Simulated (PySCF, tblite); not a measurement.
## A complex of boron trifluoride and 2 × water

A gas-phase complex of boron trifluoride and 2 × water; neutral, singlet. The structure comes from a short search (6 tight-binding starts) and was relaxed by PBE0-D3(BJ)/def2-SVPD; another way of binding may lie lower. Frequencies by PBE0-D3(BJ)/def2-SVPD show no clear imaginary mode.

Parts: 1 = boron trifluoride (FB(F)F), atoms 1–4; 2 = water (O), atoms 5–7; 3 = water (O), atoms 8–10.

| atom | part | x (Å) | y (Å) | z (Å) |
| --- | --- | --- | --- | --- |
| F1 | 1 | -0.351 | -0.448 | -1.471 |
| B2 | 1 | -0.144 | -0.481 | -0.129 |
| F3 | 1 | -0.931 | 0.324 | 0.632 |
| F4 | 1 | 1.199 | -0.393 | 0.230 |
| O5 | 2 | 0.837 | -1.984 | 2.437 |
| H6 | 2 | 0.452 | -1.668 | 3.260 |
| H7 | 2 | 1.343 | -1.243 | 2.067 |
| O8 | 3 | -0.567 | -1.975 | 0.307 |
| H9 | 3 | -0.113 | -2.160 | 1.191 |
| H10 | 3 | -0.281 | -2.619 | -0.351 |

Contacts between parts, classed by geometry: B2···O8 1.612 Å (bond); H9···O5 1.577 Å (hydrogen bond, 160°); H7···F4 2.030 Å (hydrogen bond, 129°).

The parts are joined by the bond B2–O8, so these are energies of forming such bonds; deforming the relaxed parts to their shape in the adduct costs 24.1 kcal/mol, which the interaction energies leave out.

Interaction energies are complex less parts, with the parts frozen as they stand in it; counterpoise-corrected, in kcal/mol (PySCF).

(1) How strongly do the parts interact, level by level?

(2) What holds them together? Decompose the wB97M-D3(BJ)/def2-SVPD energy: frozen parts, their antisymmetrised product, then relaxation.

(3) Are the pair energies additive?

The parts were also relaxed and run alone, at the levels used for the complex: vibrations by PBE0-D3(BJ)/def2-SVPD; shieldings by PBE0/pcSseg-2; core levels by delta-SCF with SCAN, pcX-2 on the ionised atom and pcseg-1 elsewhere, spin-free X2C.

Values alone: O8–H9 bond (Å): 0.961; stretch carried by H9 (cm⁻¹, harmonic): 3880, 3991; its infrared intensity (km/mol): 8, 79; shielding of B2 (ppm): 88.9; shielding of O8 (ppm): 328.9; shielding of H9 (ppm): 30.85; shielding of O5 (ppm): 328.9; B2 1s core level (eV): 202.41; O5 1s core level (eV): 539.76; O8 1s core level (eV): 539.76.

(4) How do these values change when the complex forms?

Answers

(1) 
| level | interaction | superposition error removed |
| --- | --- | --- |
| wB97M-D3(BJ)/def2-SVPD | -48.39 | -2.87 |
| PBE0-D3(BJ)/def2-SVPD | -51.30 | -3.11 |

(2) electrostatic -105.1, Pauli repulsion +143.1, orbital relaxation -86.0, dispersion correction -3.2 kcal/mol, which sum to the value before the counterpoise correction; the Pauli term holds the exchange-correlation of the frozen density too. Of the attraction, 54 % is electrostatic, 44 % is orbital relaxation, 2 % is dispersion correction.

(3) The pairs sum to -37.71 kcal/mol (1–2 -3.8, 1–3 -31.3, 2–3 -2.6); the rest of -10.69 is a many-body strengthening.

(4) 
```csv
property,alone,in the complex,change
O8–H9 bond (Å),0.961,1.010,+0.050
"stretch carried by H9 (cm⁻¹, harmonic)","3880, 3991",3002,-933 from the mean
its infrared intensity (km/mol),"8, 79",1399,
shielding of B2 (ppm),88.9,99.8,+10.8
shielding of O8 (ppm),328.9,251.8,-77.1
shielding of H9 (ppm),30.85,19.15,-11.70
shielding of O5 (ppm),328.9,301.4,-27.4
B2 1s core level (eV),202.41,200.38,-2.03
O5 1s core level (eV),539.76,541.05,+1.30
O8 1s core level (eV),539.76,541.58,+1.82
```

Density functionals tend to overstate the lengthening and the red shift of so strongly bound an X–H bond.
